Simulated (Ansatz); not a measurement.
# A ladder of methods for SiH2Cl (chlorosilyl radical)

SiH2Cl: 4 atoms, total charge 0, spin state doublet. SMILES: `[SiH2]Cl`. Geometry: relaxed at GFN2-xTB.

```xyz
4

Si   -0.2836    0.2377    0.1316
Cl    1.5977   -0.0596    0.8111
H    -1.0650   -0.9783    0.2633
H    -0.2491    0.8002   -1.2060
```

Each level gives the vertical ionisation energy (to the singlet cation) (eV). The values are calculated.

```
           level                    kind  program  value (eV)  CPU time (all runs)
 U-r2SCAN/STO-3G                meta-GGA   Ansatz        6.90                  6 s
   UBHLYP/STO-3G           global hybrid   Ansatz        6.97                2.3 s
U-wB97M-V/STO-3G  range-separated hybrid   Ansatz        6.71                 26 s
  U-wB97X/STO-3G  range-separated hybrid   Ansatz        7.04                 12 s
  UB2PLYP/STO-3G           double hybrid   Ansatz        6.59                3.1 s
 UCCSD(T)/STO-3G   coupled cluster or CI   Ansatz           ?                0.5 s
   UCCSDT/STO-3G   coupled cluster or CI   Ansatz        5.98                0.9 s
  UCCSDTQ/STO-3G   coupled cluster or CI   Ansatz        5.98                 37 s
      FCI/STO-3G      exact in the basis   Ansatz        5.98               0.79 s
```

**Question.** Estimate the missing values from the other rows.

**Answer.** As computed at these levels: UCCSD(T)/STO-3G: 5.99 eV. The values span 5.98 to 7.04 eV. All rows use very small basis sets, so even the best lies far from the true value. Times are those of the runs behind each value, whatever else they computed, on shared processors of several kinds: orders of magnitude only.
